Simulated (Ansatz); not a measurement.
# Two structures, one formula

Two relaxed structures of CH₄NSi (charge -1), singlet (PBE0-D4/def2-TZVPD; forces vanish, vibrations not checked).

A:

```xyz
7
angstrom
N -0.7605 -1.7743 0.5405
C -0.1430 -1.1714 -0.4137
Si 0.3409 0.6592 -0.6615
H -0.8787 -1.1162 1.3170
H 1.7898 0.3994 -1.0899
H 0.0282 -1.8160 -1.2974
H 0.6237 0.9950 0.8106
```

B:

```csv
atom,x (Å),y (Å),z (Å)
N1,-1.0892,-1.4763,-0.3456
C2,0.0650,-1.2892,0.0593
Si3,0.6236,0.5425,-0.1494
H4,0.7701,-2.0539,0.5110
H5,0.5220,0.9330,-1.5931
H6,-0.3251,1.4399,0.5865
H7,2.0057,1.0835,0.2618
```

Computed with Ansatz 0.2.0 (basis: def2-TZVPPD); correlated methods freeze the cores. B3LYP uses VWN-RPA correlation.

(1) Which structure is lower at CCSD(T), and by how much? (An estimate is asked for; the value comes from the calculation.)

T1 diagnostic: at most 0.025.

Answers

(1) The calculation gives: A, by 18.92 kcal/mol (electronic energy, against the other). By their contacts, A is CH₄NSi ([NH][CH][SiH2]), total charge -1 and B is CH₄NSi ([N][CH][SiH3]), total charge -1.

All methods give the same order:

```json
{"method": "PBE-D4", "E(B) − E(A) (kcal/mol)": "18.07"}
{"method": "r2SCAN-D4", "E(B) − E(A) (kcal/mol)": "18.28"}
{"method": "PBE0-D4", "E(B) − E(A) (kcal/mol)": "20.08"}
{"method": "B3LYP-D4", "E(B) − E(A) (kcal/mol)": "17.69"}
{"method": "wB97M-V", "E(B) − E(A) (kcal/mol)": "19.46"}
{"method": "HF", "E(B) − E(A) (kcal/mol)": "19.68"}
{"method": "MP2", "E(B) − E(A) (kcal/mol)": "17.79"}
{"method": "CCSD", "E(B) − E(A) (kcal/mol)": "19.86"}
{"method": "CCSD(T)", "E(B) − E(A) (kcal/mol)": "18.92"}
```

Labels in which every atom is bracketed show which atoms are joined, not bond orders.

For scale, one of the runs: CCSD(T)/def2-TZVPPD, 190 basis functions, launched by `ansatz run in.yaml --threads 2 --pin off --events-out ev --progress --plain --max-ram 4352MiB`. Hardware: 2 CPU threads of a Oxide Virtual Turin-like, shared host. Wall time 40 s; peak host memory 2 GiB.
